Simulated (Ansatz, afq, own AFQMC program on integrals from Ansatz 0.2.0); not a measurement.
**Where AFQMC and coupled cluster stand for Ga2H2, triplet**

```
atom   x (Å)    y (Å)    z (Å)
  Ga  0.0000   0.0000  -1.0568
  Ga  0.0000   0.0000   4.4752
   H  0.0000   1.4216  -1.7092
   H  0.0000  -1.4216  -1.7092
```

Connectivity, by distances: GaH2 ··· Ga.

Basis cc-pVDZ. Only valence electrons are correlated. AFQMC by an in-house program on the Cholesky factors that Ansatz 0.2.0 writes for its CCSD(T) run. The CISD trial takes its coefficients from CCSD amplitudes. Released means that phaseless walkers are propagated on without the constraint, phases kept. Error bars are statistical, one sigma. No spin–orbit coupling.

Determinant: UHF, the one that the program's search chose, which needn't be the lowest solution. The geometry is a point of a scan.

No full CI on the walks' own integrals is used here; CCSDT(Q) serves as the reference and is uncertain by about the last step of the cluster series.

Cautions: no relativity below Rb; no spin-orbit coupling; inner d shell frozen; lower spins were not checked; the released energies are still falling, so no released level is given (meV from the phaseless value at times in 1/Eh: 2 ± 4 at 0.24, 0 ± 4 at 0.51, 5 ± 5 at 0.99, 0 ± 5 at 1.62, -13 ± 4 at 2.40), though the last usable value meets CCSDT(Q) within the noise; the ph-AFQMC/HF walk drifts between its halves (2.5 errors).

- T1 diagnostic: 0.0117
- weight of the determinant in the CISD state: 0.898
- ⟨S²⟩ of the determinant: 2.014
- size of the correlated space: 8 electrons in 36 orbitals

Reference: CCSDT(Q), correlation energy -3.269 eV.

```json
{"level": "HF", "E − E(reference) (meV)": "3269.3", "share of correlation (%)": "0.00"}
{"level": "MP2", "E − E(reference) (meV)": "967.7", "share of correlation (%)": "70.40"}
{"level": "CCSD", "E − E(reference) (meV)": "61.9", "share of correlation (%)": "98.11"}
{"level": "CCSD(T)", "E − E(reference) (meV)": "18.6", "share of correlation (%)": "99.43"}
{"level": "CCSDT", "E − E(reference) (meV)": "0.5", "share of correlation (%)": "99.99"}
{"level": "ph-AFQMC/HF", "E − E(reference) (meV)": "93.7 ± 27.9", "share of correlation (%)": "97.13"}
{"level": "ph-AFQMC/CISD", "E − E(reference) (meV)": "6.6 ± 4.1", "share of correlation (%)": "99.80"}
```

A walk keeps the symmetry of its determinant, which the program's search chose and which needn't be the lowest solution, so a lower state of the same spin and another symmetry isn't excluded.
